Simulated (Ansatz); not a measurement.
Rock-salt RbBr was calculated with PBE0-D3(BJ) in Ansatz (plane waves, PAW).

Settings: plane-wave cutoff 460 eV, 6×6×6 k mesh, Fermi–Dirac smearing 0.01 eV, scalar-relativistic PAW data made under PBE.

Pressure at four volumes; x = ln(V/39.671 Å³). One pressure is withheld.

| V (Å³/atom) | x | P (GPa) |
|---|---|---|
| 37.687 | -0.0513 | ? |
| 38.679 | -0.0253 | 0.427 |
| 39.671 | 0.0000 | 0.018 |
| 41.654 | 0.0488 | -0.636 |

**Question.** Pass a parabola P(x) through the three rows shown, estimate the bulk modulus and its pressure derivative near zero pressure, and predict the withheld pressure.

**Answer.** Slopes between the rows: (0.018 − (0.427))/(0.0000 − (-0.0253)) = -16.17 and (-0.636 − (0.018))/(0.0488 − (0.0000)) = -13.40 GPa. Their difference over the span 0.0741 is c = 2.77/0.0741 = 37.4 GPa, so P(x) = 0.427 + (-16.17)(x − (-0.0253)) + 37.4 (x − (-0.0253))(x − (0.0000)). At the middle row B = −dP/dx = −[-16.17 + 37.4 × 0.0253] = 15.2 GPa, and B′ = dB/dP = 2c/B = 4.9. At x = -0.0513 the parabola gives 0.897 GPa; the run gives 0.903 GPa. The Birch–Murnaghan fit to the energies at all volumes has B0 = 15.1 GPa and B′ = 5.1.

Measured, for comparison: bulk modulus 16 GPa (4 K, zero-point motion not removed; as tabulated in Doll and Stoll (1998), arXiv:cond-mat/9801031). Computed (rounded) less measured: bulk modulus -6 %.

Ansatz is a program for electronic structure.
